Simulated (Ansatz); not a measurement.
in.yaml

```yaml
crystal:
  periodic: [false, false, false]
  atoms:
    - {symbol: Ge, position_ang: [0.000000, 0.000000, 0.000000]}
    - {symbol: B, position_ang: [0.000000, 0.000000, 2.178800]}
basis:
  gaussian: {orbitals: cc-pVDZ}
total_charge: 1
magnetization: {spin_polarized: false}
correlation: {method: ccsd_t, electrons: outside_noble_gas}
accuracy: high
```

```sh
$ ansatz run in.yaml --threads 1 --pin off --events-out ev --progress --plain --max-ram 2393MiB
```

Log:

```
780 factors; integrals over basis functions are off by at most 4.4e-9 eV
mean field evaluation 1: about -57130.6982 eV, gradient 4.9e0 eV
mean field evaluation 2: about -57130.7479 eV, gradient 4.8e0 eV
mean field evaluation 4: about -57130.8880 eV, gradient 7.2e-1 eV
mean field evaluation 8: about -57130.9074 eV, gradient 2.3e-3 eV
mean field evaluation 16: about -57131.0176 eV, gradient 1.2e0 eV
mean field evaluation 32: about -57131.6639 eV, gradient 1.4e-3 eV
mean field evaluation 64: about -57130.6982 eV, gradient 4.9e0 eV
mean field evaluation 96: about -57130.9073 eV, gradient 1.5e-5 eV
mean field evaluation 128: about -57131.6549 eV, gradient 1.0e0 eV
mean field evaluation 160: about -57113.6983 eV, gradient 2.9e1 eV
...
cycle  11  -4.46150333 eV  change    3.2e-7 eV  update   1.7e-7
cycle  12  -4.46150310 eV  change    2.3e-7 eV  update   1.1e-7
cycle  13  -4.46150302 eV  change    9.0e-8 eV  update   8.0e-8
cycle  14  -4.46150312 eV  change   -1.1e-7 eV  update   5.8e-8
cycle  15  -4.46150315 eV  change   -2.0e-8 eV  update   3.4e-8
cycle  16  -4.46150317 eV  change   -2.1e-8 eV  update   1.6e-8
cycle  17  -4.46150318 eV  change   -9.4e-9 eV  update   7.0e-9
cycle  18  -4.46150318 eV  change   1.2e-10 eV  update   1.7e-9
cycle  19  -4.46150318 eV  change   7.8e-10 eV  update  6.7e-10
cycle  20  -4.46150317 eV  change   6.3e-10 eV  update  2.7e-10
perturbative correction -0.26712853 eV, -0.0098167923 hartree
Total energy: -57135.63597560 eV, -2099.6958941784 hartree
```

Ran on 1 thread of Arm Neoverse V2, shared host: 6 s wall, 0.11 GiB peak host memory.
